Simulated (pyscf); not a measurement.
PySCF, gas phase, ωB97X-D3(BJ)/def2-SVP geometries. Correlated levels are frozen-core, on RHF or UHF. ΔMP2 is the change of the MP2 total energy from the triple- to the quadruple-zeta basis.

Task: Estimate the classical barrier height and the reaction energy of P≡P + water (H₂O) → HO–P=PH at CCSD(T)/def2-TZVPP + ΔMP2(QZVPP). The step runs on the singlet surface, breaks H–O and forms O–P, H–P; take the separated reactants as zero.

Result: ΔE‡ = 35.7 kcal/mol, ΔE = -3.8 kcal/mol. Zero-point energy shifts the barrier by -1.3 kcal/mol. It is an addition across a multiple bond or ene-type step, with an imaginary mode of 1598i cm⁻¹. One saddle was located; it need not be the lowest between these sides. The CCSD(T) − MP2 part came from Ansatz, without density fitting, on the same reference.
